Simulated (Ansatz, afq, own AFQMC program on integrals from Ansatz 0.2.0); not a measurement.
**Where AFQMC and coupled cluster stand for GeH, doublet**

```xyz
2

Ge    0.0000    0.0000    0.0000
H     0.0000    0.0000    3.4410
```

Basis cc-pVTZ. Noble-gas cores (and the filled d shells of Ga–Kr and In–Xe) are frozen. Ansatz 0.2.0 and our own AFQMC program on the same integrals; the CISD trial comes from CCSD amplitudes, and released means the phaseless constraint is let go. Error bars are statistical, one sigma. No spin–orbit coupling.

Determinant: ROHF, the one that the program's search chose, which needn't be the lowest solution. The geometry is a point of a scan.

Full CI on the same integrals is exact in this basis and with this determinant's frozen core.

Cautions: no relativity below Rb; no spin-orbit coupling; inner d shell frozen; a spin-contaminated unrestricted determinant lies lower (UHF 2.34 eV lower, ⟨S²⟩ 1.72); the search met a lower determinant of the same kind, perhaps of another symmetry (683 meV lower); strong correlation (T1 0.264, weight of the determinant 0.46, largest double 0.34); the CCSD(T) amplitudes may be one of several solutions (largest double 0.34); the CCSDT(Q) amplitudes may be one of several solutions (largest double 0.60); the CCSDTQ amplitudes may be one of several solutions (largest double 0.61); the released energies are still falling, so no released level is given (meV from the phaseless value at times in 1/Eh: -8 ± 5 at 0.24, -16 ± 5 at 0.51, -24 ± 6 at 0.99, -32 ± 5 at 1.62, -50 ± 9 at 2.40); the next higher spin lies close (full CI puts it 125 meV above).

The T1 diagnostic is 0.2644 and the weight of the determinant in the CISD state is 0.464. The size of the correlated space is 5 electrons in 43 orbitals.

```
  level  correlation energy (eV)
    MP2                  -2.5352
   CCSD                  -4.0572
CCSD(T)                  -4.2690
```

Question: Estimate where full CI lies against CCSD(T) on the same integrals.

Answer: 0.24 kcal/mol below CCSD(T).

Reference: full CI, correlation energy -4.280 eV. The cautions show a poor starting determinant, so the rows tell how each method copes with it here, and full CI is the sure value.

```
        level  E − E(reference) (kcal/mol)  share of correlation (%)
      CCSD(T)                         0.24                     99.75
        CCSDT                         0.39                     99.60
     CCSDT(Q)                        -0.13                    100.14
       CCSDTQ                         0.00                    100.00
ph-AFQMC/CISD                  2.00 ± 0.14                     97.97
```

CCSDT and higher add their correlation energy to the determinant of the CCSD(T) run, since their own runs factorise the integrals more tightly (a shift of under 2 meV). A walk keeps the symmetry of its determinant, which the program's search chose and which needn't be the lowest solution, so a lower state of the same spin and another symmetry isn't excluded.
